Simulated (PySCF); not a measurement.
C2H4Al (charge -1).
Atom-mapped SMILES: `[CH:1]#[C:2][AlH3-:3]` (hydrogens: H4 on C1; H5, H6, H7 on Al3)

Cartesian coordinates in Å at the GFN2-xTB level; atoms count from 1:
```xyz
7
C2H4Al angstrom
C      2.081   -0.109   -0.273
C      0.881   -0.049   -0.118
Al    -1.115    0.060    0.139
H      3.134   -0.165   -0.406
H     -1.748    1.132   -0.903
H     -1.783   -1.396   -0.123
H     -1.448    0.532    1.656
```

The closed-shell ground state was solved at several levels (PySCF, density fitting, gas phase, non-relativistic). No diffuse functions stand in pcSseg-1, which bears on an anion's orbital energies.

```json
{"level": "PBE0/pcSseg-1", "basis functions": "78", "total energy (Eh)": "-320.7849", "HOMO (eV)": "-2.44", "LUMO (eV)": "5.38", "gap (eV)": "7.82"}
{"level": "PBE0/def2-SVPD", "basis functions": "96", "total energy (Eh)": "-320.6691", "HOMO (eV)": "-2.46", "LUMO (eV)": "4.18", "gap (eV)": "6.64"}
```

Question: What might wB97X-D/def2-SVPD (96 basis functions) give for the same quantities?

Answer: Total energy -320.8548 Eh, HOMO -4.38 eV, LUMO 5.27 eV, gap 9.65 eV.

Question: Over all these levels, which gives the widest orbital gap and which the narrowest?

Answer: wB97X-D/def2-SVPD (range-separated hybrid) has the widest, 9.65 eV, and PBE0/def2-SVPD (global hybrid, 25 % exact exchange) the narrowest, 6.64 eV. The two share the basis. From the narrowest to the widest the HOMO moves by -1.92 eV and the LUMO by +1.09 eV.

The pairwise dispersion term of wB97X-D wasn't added to the energies; at a given geometry it leaves orbitals and properties as they are.
